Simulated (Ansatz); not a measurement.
# CHB (triplet): from Hartree-Fock to the top rungs, 6-31G

Aim: climb from Hartree-Fock through coupled cluster and multireference methods for CHB (triplet) at one geometry and basis, and see what each rung misses.

Method: 6-31G, core rule «outside noble gas», up to 2 orbitals frozen; program: Ansatz 0.2.0, Gaussian basis.

Plan: UHF; CCSD(T) on ROHF; CCSD(T) on UHF; BCCD(T) on ROHF; CISD as a restricted active space (open shells left free, so some higher excitations enter); CCSDT(Q) on ROHF; CCSDT(Q) on UHF; CISDTQ; CCSDTQ on ROHF; CCSDTQ on UHF; CASSCF and MRCISD+Q, 8 electrons in 9 orbitals; CASSCF and NEVPT4(SD), 8 electrons in 9 orbitals; CASSCF and NEVPT2, 8 electrons in 9 orbitals; Full CI.

21 further runs of the same task are left out: 7 that didn't finish, 14 set aside as unsound or not needed. Runs told in other sessions of the task aren't counted.

## (1) The geometry

The geometry is a PBE0/def2-TZVP stationary point (not a proven minimum).

3 atoms, charge 0, spin multiplicity 3.

Atoms are counted from 1 here; the program's logs count them from 0.

Bond lengths: B1–C2 1.353 Å, C2–H3 1.071 Å. Angles: B1–C2–H3 180.0°.

## (2) UHF

The input, in.yaml:

```yaml
crystal:
  periodic: [false, false, false]
  atoms:
    - {symbol: B, position_ang: [0.000000, 0.000000, 1.259200]}
    - {symbol: C, position_ang: [0.000000, 0.000000, -0.094199]}
    - {symbol: H, position_ang: [0.000000, 0.000000, -1.165001]}
basis:
  gaussian: {orbitals: 6-31G}
magnetization: {spin_polarized: true, initial_magnetization: 2}
hamiltonian: {xc: hf}
output: {orbitals: {seedname: orbitals}}
```

The run is started by

```sh
$ ansatz run in.yaml --threads 1 --pin off --events-out ev --progress --plain --max-ram 2393MiB
```

Further steps of the session: CCSD(T) on ROHF; CCSD(T) on UHF; BCCD(T) on ROHF; CISD as a restricted active space (open shells left free, so some higher excitations enter); CCSDT(Q) on ROHF; CCSDT(Q) on UHF; CISDTQ; CCSDTQ on ROHF; CCSDTQ on UHF; CASSCF and MRCISD+Q, 8 electrons in 9 orbitals; CASSCF and NEVPT4(SD), 8 electrons in 9 orbitals; CASSCF and NEVPT2, 8 electrons in 9 orbitals; Full CI.

Before running them: what should the planned runs give, taken together? Wanted: FCI from the RHF energy; RMP2 from FCI; UMP2 from FCI; RCCSD from FCI; RCCSD(T) from FCI; UCCSD(T) from FCI; RCCSDT(Q) from FCI; UCCSDT(Q) from FCI; NEVPT2 valence from FCI.

The runs gave:

| quantity | value |
| --- | --- |
| FCI from the ROHF energy | -3.6236 eV |
| RMP2 from FCI | +16.34 kcal/mol |
| UMP2 from FCI | +17.62 kcal/mol |
| RCCSD from FCI | +3.33 kcal/mol |
| RCCSD(T) from FCI | +0.82 kcal/mol |
| UCCSD(T) from FCI | +0.89 kcal/mol |
| RCCSDT(Q) from FCI | +0.02 kcal/mol |
| UCCSDT(Q) from FCI | +0.01 kcal/mol |
| NEVPT2 valence from FCI | +6.09 kcal/mol |
| NEVPT4(SD) valence from FCI | +0.92 kcal/mol |
| MRCISD+Q valence from FCI | +0.26 kcal/mol |
| levels within 1 kcal/mol (43 meV) | RCCSD(T), UCCSD(T), BCCD(T), RCCSDT, UCCSDT, CISDTQ, RCCSDT(Q), UCCSDT(Q), RCCSDTQ, UCCSDTQ, NEVPT4(SD) valence, MRCISD valence, MRCISD+Q valence |
| T1 diagnostic | 0.025 |
| effectively unpaired electrons | 2.08 |

**Reading.** RCCSD(T) misses by +0.82 kcal/mol, 1.0 % of the correlation energy. One determinant dominates. Of the multireference levels listed MRCISD+Q valence comes nearest in total energy (+0.26 kcal/mol), which doesn't show that its space is the better one. These misses are within one basis, not against nature; the frozen cores of restricted and unrestricted runs differ, which can shift their rows.

Levels on UHF freeze UHF's core orbitals, full CI those of ROHF, so the U rows can settle a little off it for that reason alone.

With open shells the CI space here admits some higher excitations, so it is larger than plain CISD.
